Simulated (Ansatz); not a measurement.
The same path of BH₄OS (7 atoms, charge 1, multiplicity 1) was run twice with different band settings. The coordinate that changes most is the dihedral O1–B2–S3–H7.

All numbers below come from RKS B3LYP-D4/STO-3G in Ansatz 0.2.0.

Relaxed end points:

```xyz
7
Properties=species:S:1:pos:R:3
O -0.635 0.237 -0.654
B -0.147 -0.102 0.691
S 1.503 -0.467 1.041
H -1.609 0.445 -0.817
H -0.082 0.295 -1.498
H -1.019 -0.090 1.470
H 1.990 -0.318 -0.233
```

```xyz
7
Properties=species:S:1:pos:R:3
O -0.780 0.293 -0.813
B 0.002 -0.071 0.376
S 1.695 -0.336 0.150
H -1.771 0.464 -0.764
H -0.411 0.401 -1.747
H -0.668 -0.128 1.332
H 1.932 -0.625 1.465
```

Common settings: spring 5.0 eV/Å²; optimiser quadratic models (default); start path IDPP; force threshold 0.03 eV/Å; iteration limit 60; end points relaxed.

| run | movable images | climbing image |
| --- | --- | --- |
| 1 | 5 | yes |
| 2 | 4 | no |

Question: What does each run give, and how far can it be trusted?

Answer: Run 1: converged after 7 iterations, highest image 0.924 eV above the first end. A vibrational analysis at the climbing image gives one clearly imaginary mode, 711i cm⁻¹: a first-order saddle point.
Run 2: converged after 6 iterations, highest image 0.839 eV above the first end. No image climbed, so the highest image needn't sit at the top of the path.
Limits of this set-up: minimal basis, the dipole of an ion depends on the origin.
